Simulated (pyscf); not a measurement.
Routes from H₂C=GeH₂ (SMILES [CH2]=[GeH2]) + H₂ (SMILES [H][H])

Candidate steps break at most two bonds and form at most two. Each was searched with GFN2-xTB (tblite) first. PySCF, gas phase, ωB97X-D3(BJ)/def2-SVP geometries. Energies: ωB97M-D3(BJ)/def2-TZVP, kJ/mol, from the separated reactants, singlet surface; ΔG‡ with ideal gas, 1 atm, RRHO with modes under 100 cm⁻¹ raised to 100, one conformer, R ln 2 for chiral ones without a mode under 150 cm⁻¹.

| products | type | ΔE‡ | ΔE | ΔG‡ 298 K | ΔG‡ 900 K | ν‡ (cm⁻¹) |
|---|---|---|---|---|---|---|
| GeH₂ [singlet] + CH₄ | concerted two-bond exchange | 163.8 | -108.6 | 200.4 | 271.8 | 1168i |
| H₃C–GeH₃ | addition across a multiple bond or ene-type step | 178.5 | -245.3 | 211.7 | 283.1 | 1942i |

Row 1: On the product side the descent ends in a complex, 18.0 kJ/mol under the separated species and 285.2 kJ/mol under the saddle at ωB97X-D3(BJ)/def2-TZVP. 

Plain bond fissions and candidates not yet searched are not listed, and one of them may be faster. Each barrier is that of the saddle found; lower ones may exist. Elements up to Kr have no core potential and no relativistic terms here.
